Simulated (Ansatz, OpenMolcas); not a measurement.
## SiH2S (SMILES [SiH]S): methods side by side

SiH2S: 4 atoms, total charge 0, spin state singlet. As SMILES, `[SiH]S`. The coordinates come from a PBE0-D4/def2-TZVP relaxation.

```xyz
4

Si   -0.2628   -1.0744    0.1611
S     0.1905    0.9588   -0.2066
H     1.0175   -1.1908    0.9814
H    -0.8897    1.2460   -0.9562
```

Quantity: the energy change with the Si1–H3 bond stretched from 1.525 to 3.050 Å, in eV. The values are calculated.

```csv
level,kind,program,value (eV)
HF/STO-3G (restricted),Hartree–Fock,OpenMolcas,7.37
SVWN5/STO-3G (restricted),LDA,Ansatz,5.14
revPBE/STO-3G (restricted),GGA,Ansatz,4.82
r2SCAN0/STO-3G (restricted),hybrid meta-GGA,Ansatz,5.83
HSE06/STO-3G (restricted),range-separated hybrid,Ansatz,5.60
B2PLYP/STO-3G (restricted),double hybrid,Ansatz,5.27
RPA@PBE/STO-3G (restricted),RPA,Ansatz,4.57
"SC-NEVPT2(2,2)/STO-3G",multireference,OpenMolcas,3.94
CCSDT(Q)/STO-3G (restricted),coupled cluster or CI,Ansatz,4.09
CISD/STO-3G (restricted),coupled cluster or CI,OpenMolcas,4.65
```

Spin-restricted single references rise too steeply as a bond breaks, Hartree–Fock most of all. Perturbation and coupled-cluster corrections on them can overshoot downwards. The first shape isn't each level's own minimum. The values span 3.94 to 7.37 eV. All rows use very small basis sets, so even the best lies far from the true value.
